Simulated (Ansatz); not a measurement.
## Energy profile

The step: SiNH₅ ([NH2][SiH3]) + H₂S → SiH₄S ([SiH3][SH]) + NH₃; bonds formed: Si1–S7, N2–H6; bonds broken: Si1–N2, H6–S7 (atoms numbered as in the saddle structure below).

```xyz
10
angstrom
Si -0.9587 0.4438 0.0087
N 0.1333 -1.0046 0.4086
H -0.9283 0.7833 -1.4235
H -2.2784 -0.2472 0.2197
H -0.8870 1.4709 1.0602
H 1.0967 -0.4311 0.2856
S 1.7915 1.2404 -0.1813
H -0.0007 -1.3775 1.3448
H 0.0562 -1.7682 -0.2578
H 1.9755 0.8902 -1.4649
```

Electronic energies by CCSD(T) at an estimated basis limit (MP2 extrapolated from triple and quadruple zeta, plus CCSD(T) − MP2 in triple zeta), on PBE0-D4/def2-TZVP structures; SiNH₇S, closed shell; no counterpoise correction. Computed with Ansatz 0.2.0 (basis: def2-TZVPP and def2-QZVPP); correlated methods freeze the cores. Extrapolation: Hartree–Fock as exp(−7.88 √X), correlation as X^−2.97.

Task: Give the profile in kJ/mol, counted from the separated reactants. (Judge from chemistry; the value comes from the calculation.)

Result: By the calculation:
```csv
point,kJ/mol
"separated: SiNH₅ (linked as [NH2][SiH3]; Si1, N2, H3, H4, H5, H8, H9; singlet) + H₂S (H6, S7, H10; singlet)",0.0
start structure,-11.2
saddle,79.7
end structure,-29.2
"separated: SiH₄S (linked as [SiH3][SH]; Si1, H3, H4, H5, S7, H10; singlet) + NH₃ (N2, H6, H8, H9; singlet)",-13.5
```

No T1 diagnostic of these runs exceeds 0.011.

For scale, one of the runs: CCSD(T)/def2-TZVPP, 213 basis functions, launched by `ansatz run in.yaml --threads 4 --pin off --events-out ev --progress --plain --max-ram 9574MiB`. Time: 39 s of wall clock on 4 CPU threads of an Arm Neoverse V1; the host was shared. Peak host memory: 2.8 GiB.
